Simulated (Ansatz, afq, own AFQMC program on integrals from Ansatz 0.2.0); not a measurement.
# CHB, singlet → CHB⁺, doublet

```yaml
atoms:
  - { symbol: B, position_ang: [0.0000, 0.0000, 0.0957] }
  - { symbol: C, position_ang: [0.0000, 0.0000, -1.3685] }
  - { symbol: H, position_ang: [0.0000, 0.0000, 1.2728] }
```

Connectivity, by distances: BH–C.

E(doublet, charge +1) − E(singlet, charge +0) at this geometry, on RHF and ROHF determinants.

Basis 6-31G. Only valence electrons are correlated. AFQMC by an in-house program on the Cholesky factors that Ansatz 0.2.0 writes for its CCSD(T) run. The CISD trial takes its coefficients from CCSD amplitudes. Released means that phaseless walkers are propagated on without the constraint, phases kept. ± is one standard error of the sampling. The errors of all members are added in quadrature.

Full CI is exact in this basis; where marked, its frozen core comes from its own orbitals, which moves totals by up to a few meV.

Errors are counted within 6-31G, not against nature.

Cautions: CHB (singlet): higher spins were not checked, restricted determinant unstable towards unrestricted (UHF 925 meV lower, ⟨S²⟩ 1.00), the CCSDTQ amplitudes may be one of several solutions (largest double 0.95), the released energy hasn't reached full CI (46 meV above it at 2.40 1/Eh), so no released level is given (meV from the phaseless value at times in 1/Eh: 0 ± 14 at 0.24, 0 ± 13 at 0.51, -9 ± 14 at 0.99, -33 ± 18 at 1.62, -10 ± 18 at 2.40), the determinant fills πx and πy unequally, so it mixes two states of the linear molecule, and each level undoes that mixture to a different degree, while full CI gives the lower state, and by Hund's rule a triplet of that filling probably lies lower still, CCSDTQ on the UHF determinant differs (800 meV lower), perhaps since the unrestricted series falls towards higher spin, its ph-AFQMC/CISD value lies 56 ± 9 meV above full CI; CHB⁺ (doublet): a spin-contaminated unrestricted determinant lies lower (UHF 862 meV lower, ⟨S²⟩ 1.60), full CI with its own frozen core, a state of higher spin lies lower; this isn't the first ionization.

Reference (full CI): 218.9 kcal/mol.

| level | vertical ionization energy (kcal/mol) | error against FCI (kcal/mol) |
| --- | --- | --- |
| HF | 196.3 | -22.6 |
| MP2 | 217.2 | -1.7 |
| CCSD | 216.4 | -2.5 |
| CCSD(T) | 217.5 | -1.5 |
| CCSDT | 217.7 | -1.2 |
| CCSDT(Q) | 218.4 | -0.6 |
| CCSDTQ | 218.9 | -0.1 |
| ph-AFQMC/CISD | 217.7 ± 0.3 | -1.2 ± 0.3 |

Correlation beyond CCSD(T) adds 1.5 kcal/mol. The perturbative (T) step is worth +1.1 kcal/mol. Where a determinant mixes two states, these steps and errors hold in part the undoing of that mixture, and only full CI is sure.

CCSDT and higher add their correlation energy to the determinant of the CCSD(T) run, since their own runs factorise the integrals more tightly (a shift of under 2 meV).
